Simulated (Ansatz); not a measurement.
GaSi3: from a trial structure to a relaxed crystal

Method: DFT r2SCAN, scalar-relativistic, plane waves, PAW (Ansatz). Cutoff 500 eV, Γ-centred k mesh, Gaussian smearing, no spin polarisation in the final step.

The start puts GaSi3 on the Ni3Sn (D0_19) structure type (P6_3/mmc, No. 194), with Ga in place of Sn, Si in place of Ni, at a guessed volume.

```
Ga Si
1.0
     5.66355    0.00000    0.00000
    -2.83177    4.90478    0.00000
     0.00000    0.00000    4.54587
Ga Si
2 6
Direct
  0.33333 0.66667 0.25000
  0.66667 0.33333 0.75000
  0.83300 0.66600 0.25000
  0.16700 0.83300 0.75000
  0.33400 0.16700 0.25000
  0.16700 0.33400 0.75000
  0.83300 0.16700 0.25000
  0.66600 0.83300 0.75000
```

Cell and atoms relax at zero pressure; the relaxation can't lower the symmetry of the start.

Energies over the elements count from the elements' standard structures at the same level, with no empirical corrections.

Question: Describe the relaxed structure.

Answer: It keeps P6_3/mmc (No. 194). The result has the Ni3Sn (D0_19) structure. Conventional cell: a = 5.428 Å, c = 4.717 Å. Around Ga lie 12 Si at 2.71–2.86 Å; Si is coordinated by 8 Si at 2.64–2.81 Å and 4 Ga at 2.71–2.86 Å.

Space group P6_3/mmc (No. 194). a = 5.428 Å, b = 5.428 Å, c = 4.717 Å, α = 90.00°, β = 90.00°, γ = 120.00°
| atom | site | symmetry | x | y | z |
| --- | --- | --- | --- | --- | --- |
| Ga | 2c | -6m2 | 0.3333 | 0.6667 | 0.2500 |
| Si | 6h | mm2 | 0.8381 | 0.6761 | 0.2500 |

Question: What are its volume, energy, density and gap?

Answer: The volume per atom is 15.05 Å³, the density is 4.25 g/cm³ and the energy over the elements is 0.62 eV/atom. The gap on the 12×12×8 mesh is 0 eV (a metal).

The final run used a 12×12×8 mesh on its 8-atom cell and 0.10 eV smearing. For metals, differences of a few meV/atom aren't resolved. Symmetry constrained the relaxation, so the result can be a saddle point.

Cost: 2 runs of about 7.5 core-minutes in all, on Arm Neoverse V2 (shared hosts).